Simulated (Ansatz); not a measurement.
```yaml
crystal:
  periodic: [false, false, false]
  atoms:
    - {symbol: N, position_ang: [-1.029576, 1.269751, -0.198809]}
    - {symbol: C, position_ang: [-0.066692, 0.676365, 0.353368]}
    - {symbol: C, position_ang: [0.466683, -0.678102, 0.004764]}
    - {symbol: F, position_ang: [-0.237583, -1.237046, -1.033346]}
    - {symbol: H, position_ang: [-1.417714, 0.688270, -0.945293]}
    - {symbol: H, position_ang: [0.457628, 1.171061, 1.177764]}
    - {symbol: H, position_ang: [0.398552, -1.344118, 0.872980]}
    - {symbol: H, position_ang: [1.520802, -0.603380, -0.287227]}
basis:
  gaussian: {orbitals: aug-cc-pVTZ, final_grid: {core_spheres: 20, valence_spheres: 16, degree: 47}}
hamiltonian: {xc: {name: PBEsol}}
scf: {lower_state_search: off}
output: {forces: true}
```

```sh
$ ansatz run in.yaml --threads 2 --pin off --events-out ev --progress --plain --max-ram 4352MiB
```

It prints (some lines left out):

```
Functional definition: PBEsol
  name "PBEsol"
  cite "Perdew et al., Phys. Rev. Lett. 100, 136406 (2008) doi:10.1103/PhysRevLett.100.136406"
  cite "Perdew, Burke & Ernzerhof, Phys. Rev. Lett. 77, 3865 (1996) doi:10.1103/PhysRevLett.77.3865"
  parent pbesol
  exchange = pbesol_x
  correlation = pbesol_c
these checks for a lower state are left out or cut short: stability, starts, cluster_reference, orbital_swaps, neighbouring_geometries, increment
1061 factors; their error is unknown
mean field evaluation 1: about -6308.7775 eV, gradient 6.5e1 eV
mean field evaluation 2: about -6277.2335 eV, gradient 1.2e2 eV
mean field evaluation 4: about -6317.1962 eV, gradient 1.7e1 eV
mean field evaluation 8: about -6317.8156 eV, gradient 2.1e-1 eV
mean field evaluation 16: about -6317.7754 eV, gradient 5.1e-3 eV
mean field -6317.77537643 eV, -232.1739627417 hartree, gradient 5.0e-6 eV, S^2 0.000000; 0 other end points of the search recorded, 0 dependent functions left out
the calculation of the forces begins
reference -6317.77542998 eV, -232.1739647096 hartree; 16, 16 occupied and 260, 260 virtual orbitals, 1061 factors
Total energy: -6317.77542998 eV, -232.1739647096 hartree
Atom 0 at    -1.029576     1.269751    -0.198809 Å, force    -0.377761     0.597314     0.015978 eV/Å
Atom 1 at    -0.066692     0.676365     0.353368 Å, force     0.372674    -0.401259     0.112718 eV/Å
Atom 2 at     0.466683    -0.678102     0.004764 Å, force    -0.137558     0.268677     0.035888 eV/Å
Atom 3 at    -0.237583    -1.237046    -1.033346 Å, force    -0.206382    -0.146881    -0.293328 eV/Å
Atom 4 at    -1.417714     0.688270    -0.945293 Å, force    -0.195783    -0.281283    -0.371041 eV/Å
Atom 5 at     0.457628     1.171061     1.177764 Å, force     0.186604     0.157540     0.277263 eV/Å
Atom 6 at     0.398552    -1.344118     0.872980 Å, force     0.000203    -0.214510     0.296012 eV/Å
Atom 7 at     1.520802    -0.603380    -0.287227 Å, force     0.358004     0.020403    -0.073489 eV/Å
Dipole moment:     0.397970    -0.280691     0.205889 e Å
Checks for a lower state left out: stability, starts, cluster_reference, orbital_swaps, neighbouring_geometries, increment
```

It took 4.1 s on 2 threads of an Arm Neoverse V2 on a shared host, with 0.32 GiB of host memory at the peak.
